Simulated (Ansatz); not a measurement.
Basis-set extrapolation for C$_{4}$H$_{4}$F$_{2}$ (`F/C=C\C=C/F`) (PBE0-D4/def2-TZVP geometry, frozen core, Ansatz 0.2.0). Multiplicity 1, RHF reference.

```
                      def2-TZVPP   def2-QZVPP
                 HF  -352.771953  -352.787356
    MP2 correlation    -1.124718    -1.213852
CCSD(T) correlation    -1.198113      not run
```

Energies in hartree. Use E(X) = E(∞) + A·exp(−7.88·√X) for Hartree–Fock and E(X) = E(∞) + B·X^(−2.97) for correlation, with X = 3 and 4, and add CCSD(T) minus MP2 of the smaller set to the MP2 limit.

Task: What is the CCSD(T) energy at the basis-set limit?

Result: HF limit: -352.787356 + (-0.015403) × 0.13774 = -352.78948. MP2 limit: -1.213852 + (-0.089134) × 0.74074 = -1.27988. Higher-order term: -1.198113 − (-1.124718) = -0.07339. Total: -354.14275 hartree, 453.4 kJ/mol below CCSD(T)/def2-TZVPP.
